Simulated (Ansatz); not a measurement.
Molecule: C₂H₄NO, charge -1, multiplicity 1. It need not be the lowest isomer of its formula. Whether it binds its extra electron was not tested at this geometry. 
Structure (B3LYP-D3(BJ)/def2-TZVP (Ansatz, a program for electronic structure) minimum search):
```xyz
8

O      0.3234     1.2893     0.3347
C     -0.0663     0.1321     0.0291
N      0.9935    -0.7689    -0.4354
C     -1.3455    -0.3978     0.0561
H      0.8071    -1.7247    -0.1526
H     -1.5517    -1.3988    -0.3054
H     -2.1804     0.2374     0.3201
H      1.8533    -0.4518    -0.0027
```
Charge -1, spin multiplicity 1.

### Question
Give the harmonic wavenumbers at B3LYP-D3(BJ)/def2-TZVP (Ansatz, finite differences of forces, unscaled).

### Answer
285, 411, 458, 545, 589, 683, 793, 891, 1010, 1121, 1284, 1453, 1595, 1648, 3116, 3201, 3461, 3560 cm⁻¹. Zero-point energy 37.3 kcal/mol.

### Question
From these and the geometry, give the ideal-gas thermochemistry at 298.15 K and 1 atm (rigid rotor, harmonic oscillator).

### Answer
Point group C1, rotational symmetry number 1. Rotational constants 10.98, 10.16, 5.322 GHz. S(trans) 38.10, S(rot) 23.81, S(vib) 5.11, S(elec, spin only) 0.00, S 67.0 cal/(mol K). H(298) - H(0) 3.43 kcal/mol; G - E(el) 20.8 kcal/mol.
